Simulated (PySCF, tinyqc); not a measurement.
Inside a calculation. Method: MP2 on RHF in the sto-3g basis, frozen core, for BH, spin multiplicity 1. The lowest restricted solution is unstable here: a spin-polarised one lies 0.0080 hartree lower (PySCF). One step of it, computed by the program tinyqc.

Task: Second-order Moller-Plesset energy. E2 = sum_ijab (ia|jb) [2 (ia|jb) - (ib|ja)] / (e_i + e_j - e_a - e_b) over occupied i, j and virtual a, b; the opposite-spin part is (ia|jb)^2 / denominator, the rest is same-spin, and SCS-MP2 scales them by 6/5 and 1/3.

orbital energies (hartree): MO1 -7.384774, MO2 -0.464672, MO3 -0.230017, MO4 0.245883, MO5 0.245883, MO6 0.356846

Two-electron integrals over orbitals (pq|rs), unique and non-zero (hartree); the lowest 1 orbital is frozen and left out:
```
(22|22) 0.471979    (32|22) -0.009990   (32|32) 0.115765    (33|22) 0.426230
(33|32) 0.006239    (33|33) 0.467439    (42|42) 0.091329    (43|42) -0.037581
(43|43) 0.030808    (44|22) 0.486570    (44|32) -0.076141   (44|33) 0.412247
(44|44) 0.586773    (52|52) 0.091329    (53|52) -0.037581   (53|53) 0.030808
(54|54) 0.031630    (55|22) 0.486570    (55|32) -0.076141   (55|33) 0.412247
(55|44) 0.523513    (55|55) 0.586773    (62|22) 0.056326    (62|32) -0.006778
(62|33) -0.026582   (62|44) 0.074258    (62|55) 0.074258    (62|62) 0.086933
(63|22) 0.044690    (63|32) -0.111726   (63|33) -0.006949   (63|44) 0.104393
(63|55) 0.104393    (63|62) 0.054484    (63|63) 0.153608    (64|42) 0.025936
(64|43) 0.005202    (64|64) 0.025415    (65|52) 0.025936    (65|53) 0.005202
(65|65) 0.025415    (66|22) 0.465635    (66|32) 0.049541    (66|33) 0.465527
(66|44) 0.437419    (66|55) 0.437419    (66|62) 0.024396    (66|63) -0.022849
(66|66) 0.525441
```

Hartree-Fock energy = -24.65336107 hartree

Give: Terms; Pair energies; MP2 correlation energy; SCS-MP2 correlation energy; MP2 total energy.

Result:

Terms:
```
i  j  a  b  (ia|jb)  (ib|ja)  denominator     term
3  3  6  6   0.1536   0.1536      -1.1737  -0.0201
2  2  4  4   0.0913   0.0913      -1.4211  -0.0059
2  2  5  5   0.0913   0.0913      -1.4211  -0.0059
2  2  6  6   0.0869   0.0869      -1.6430  -0.0046
3  2  6  6   0.0545   0.0545      -1.4084  -0.0021
2  3  6  6   0.0545   0.0545      -1.4084  -0.0021
2  3  4  4  -0.0376  -0.0376      -1.1865  -0.0012
2  3  5  5  -0.0376  -0.0376      -1.1865  -0.0012
3  2  4  4  -0.0376  -0.0376      -1.1865  -0.0012
3  2  5  5  -0.0376  -0.0376      -1.1865  -0.0012
3  3  5  5   0.0308   0.0308      -0.9518  -0.0010
3  3  4  4   0.0308   0.0308      -0.9518  -0.0010
```

Pair energies (hartree; pair i-j sums ij and ji):
```
pair  opposite spin  same spin
2-2         -0.0163     0.0000
3-2         -0.0090     0.0000
3-3         -0.0221     0.0000
```

MP2 correlation energy = -0.047413 hartree

SCS-MP2 correlation energy = -0.056895 hartree

MP2 total energy = -24.700774 hartree
